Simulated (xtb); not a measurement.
**CHClF2O (SMILES OC(F)(F)Cl) at GFN1-xTB**

Aim: the vertical singlet–triplet gap of CHClF2O at GFN1-xTB, from 2 runs. 

Program for the calculation: xtb 6.7.1.

18 further runs of the same task are left out: 18 set aside as unsound or not needed.

### 1 Starting point

The species is CHClF2O (6 atoms), meant as a singlet with charge 0. SMILES: `OC(F)(F)Cl`. Geometry: relaxed at PBE0-D4/def2-TZVP. This is one conformer, not always the lowest.

Bond lengths: O1–C2 1.342 Å, C2–F3 1.344 Å, C2–F4 1.344 Å, C2–Cl5 1.756 Å, O1–H6 0.967 Å. Angles: O1–C2–F3 111.6°, O1–C2–F4 111.6°, O1–C2–Cl5 109.0°, F3–C2–F4 105.8°, F3–C2–Cl5 109.4°, F4–C2–Cl5 109.4°, C2–O1–H6 108.3°.

### 2 Energy and forces at GFN1-xTB

coord

```
$coord angs
     0.1087000     0.3307000     1.0413000  O
     0.0255000     0.0144000    -0.2606000  C
    -1.2345000    -0.2904000    -0.6154000  F
     0.7611000    -1.0715000    -0.5536000  F
     0.5881000     1.3757000    -1.2157000  Cl
    -0.2068000    -0.4229000     1.5578000  H
$end
```

On the command line:

```
$ xtb --grad --gfn1 -c 0 --parallel 1 -- coord > out.txt
```

The program printed, shortened:

```text
* xtb version 6.7.1
[...]
[WARNING] Please study the warnings concerning your input carefully
-1- prog_main_parseArguments: The use of '--gfn1' is discouraged, please use '--gfn 1' next time
########################################################################
[...]
          :  # basis functions                  28          :
[...]
          :  # electrons                        32          :
[...]
          :  Hamiltonian                  GFN1-xTB          :
[...]
          :  net charge                          0          :
          :  unpaired electrons                  0          :
[...]
   *** convergence criteria satisfied after 10 iterations ***
[...]
         ::                     SUMMARY                     ::
         :::::::::::::::::::::::::::::::::::::::::::::::::::::
         :: total energy             -21.902728986098 Eh    ::
         :: gradient norm              0.022349294211 Eh/a0 ::
         :: HOMO-LUMO gap              7.069977160467 eV    ::
         ::.................................................::
         :: SCC energy               -21.956695973053 Eh    ::
         :: -> electrostatic           0.084075372913 Eh    ::
         :: repulsion energy           0.055351548685 Eh    ::
         :: dispersion energy         -0.001384561730 Eh    ::
         :: halogen bond corr.         0.000000000000 Eh    ::
         :: add. restraining           0.000000000000 Eh    ::
         :: total charge               0.000000000000 e     ::
         :::::::::::::::::::::::::::::::::::::::::::::::::::::
[...]
        16        2.0000           -0.4850321             -13.1984 (HOMO)
        17                         -0.2252152              -6.1284 (LUMO)
[...]
     #   Z sym  total        # sym  WBO       # sym  WBO       # sym  WBO
 ---------------------------------------------------------------------------
     1   8      1.990 --     2      1.056     6      0.831
     2   6      3.817 --     1      1.056     5      0.938     4      0.912
                             3      0.912
     3   9      1.048 --     2      0.912
     4   9      1.048 --     2      0.912
     5  17      1.056 --     2      0.938
     6   1      0.862 --     1      0.831
 ---------------------------------------------------------------------------
[...]
          | TOTAL ENERGY              -21.902728986098 Eh   |
          | GRADIENT NORM               0.022349294211 Eh/α |
          | HOMO-LUMO GAP               7.069977160467 eV   |
           -------------------------------------------------
[...]
```

Standard error:

```text
normal termination of xtb
```

Run time: 0.022 s. Hardware: 1 thread of Arm Neoverse V1, shared host.

### 3 The triplet

.CHRG

```
0
```

.UHF

```
2
```

in.coord

```
$coord angs
     0.1087000     0.3307000     1.0413000  O
     0.0255000     0.0144000    -0.2606000  C
    -1.2345000    -0.2904000    -0.6154000  F
     0.7611000    -1.0715000    -0.5536000  F
     0.5881000     1.3757000    -1.2157000  Cl
    -0.2068000    -0.4229000     1.5578000  H
$end
```

On the command line:

```
$ xtb in.coord --grad --gfn 1 > in.out 2> xtb.err
```

The program printed, shortened:

```text
* xtb version 6.7.1
[...]
          :  # basis functions                  28          :
[...]
          :  # electrons                        32          :
[...]
          :  Hamiltonian                  GFN1-xTB          :
[...]
          :  net charge                          0          :
          :  unpaired electrons                  2          :
[...]
   *** convergence criteria satisfied after 10 iterations ***
[...]
         ::                     SUMMARY                     ::
         :::::::::::::::::::::::::::::::::::::::::::::::::::::
         :: total energy             -21.634160324495 Eh    ::
         :: gradient norm              0.193243284986 Eh/a0 ::
         :: HOMO-LUMO gap              2.014788909818 eV    ::
         ::.................................................::
         :: SCC energy               -21.688127311450 Eh    ::
         :: -> electrostatic           0.079365315996 Eh    ::
         :: repulsion energy           0.055351548685 Eh    ::
         :: dispersion energy         -0.001384561730 Eh    ::
         :: halogen bond corr.         0.000000000000 Eh    ::
         :: add. restraining           0.000000000000 Eh    ::
         :: total charge              -0.000000000000 e     ::
         :::::::::::::::::::::::::::::::::::::::::::::::::::::
[...]
        17        1.0000           -0.1928323              -5.2472 (HOMO)
        18                         -0.1187902              -3.2324 (LUMO)
[...]
     #   Z sym  total        # sym  WBO       # sym  WBO       # sym  WBO
 ---------------------------------------------------------------------------
     1   8      1.968 --     2      1.033     6      0.840
     2   6      3.599 --     1      1.033     4      0.880     3      0.880
                             5      0.799
     3   9      1.006 --     2      0.880
     4   9      1.006 --     2      0.880
     5  17      0.905 --     2      0.799
     6   1      0.883 --     1      0.840
 ---------------------------------------------------------------------------
[...]
          | TOTAL ENERGY              -21.634160324495 Eh   |
          | GRADIENT NORM               0.193243284986 Eh/α |
          | HOMO-LUMO GAP               2.014788909818 eV   |
           -------------------------------------------------
[...]
```

Standard error:

```text
normal termination of xtb
```

Wall time 0.022 s (1 thread of Arm Neoverse V1, shared host).

### 4 Results

At GFN1-xTB:

| quantity | value |
| --- | --- |
| singlet: total energy | -21.90273 Eh |
| singlet: dipole moment | 2.01 D |
| singlet: HOMO energy | -13.20 eV |
| singlet: LUMO energy | -6.13 eV |
| singlet: HOMO–LUMO gap | 7.07 eV |
| singlet: dispersion energy | -3.64 kJ/mol |
| singlet: largest force on an atom | 0.953 eV/Å |
| triplet: total energy | -21.63416 Eh |
| triplet: dipole moment | 1.23 D |
| triplet: HOMO energy (partly filled) | -5.25 eV |
| triplet: LUMO energy | -3.23 eV |
| triplet: dispersion energy | -3.64 kJ/mol |
| triplet: largest force on an atom | 8.114 eV/Å |
| vertical energy of the triplet above the singlet | 7.308 eV |

The method runs without spin polarisation, so open shells lack the exchange term that lowers high spin: such gaps come out too high and can have the wrong sign. The largest force (singlet) is 0.95 eV/Å: the shape isn't a stationary point for this species at this level. At this shape the triplet lies 7.31 eV (705 kJ/mol) above the singlet. Mulliken charges (singlet) run from -0.52 on O1 to +0.70 on C2. Mulliken charges (triplet) run from -0.54 on O1 to +0.60 on C2.
